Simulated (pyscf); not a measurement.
Structures and frequencies: ωB97X-D3(BJ)/def2-SVP in PySCF.

Estimate the classical barrier height and the reaction energy of digermane (H₃Ge–GeH₃) + hydrogen chloride (HCl) → Cl–GeH₃ + germane (GeH₄) at HF/def2-TZVP. The step runs on the singlet surface, breaks Ge–Ge, Cl–H and forms Cl–Ge, Ge–H; take the separated reactants as zero.

ΔE‡ = 245.1 kJ/mol, ΔE = -64.6 kJ/mol. ωB97M-D3(BJ)/def2-TZVP gives 188.8 kJ/mol and -44.2 kJ/mol. Zero-point energy shifts the barrier by 0.0 kJ/mol. It is a four-centre exchange, with an imaginary mode of 880i cm⁻¹. At the saddle there is also a short Ge–H contact that neither side keeps. The same reactants have a lower exit, to Cl–GeH₂–GeH₃ + H₂ (barrier +157.3 kJ/mol at ωB97M-D3(BJ)/def2-TZVP, against +188.8 kJ/mol here). One saddle was located; it need not be the lowest between these sides. Elements up to Kr have no core potential and no relativistic terms here.
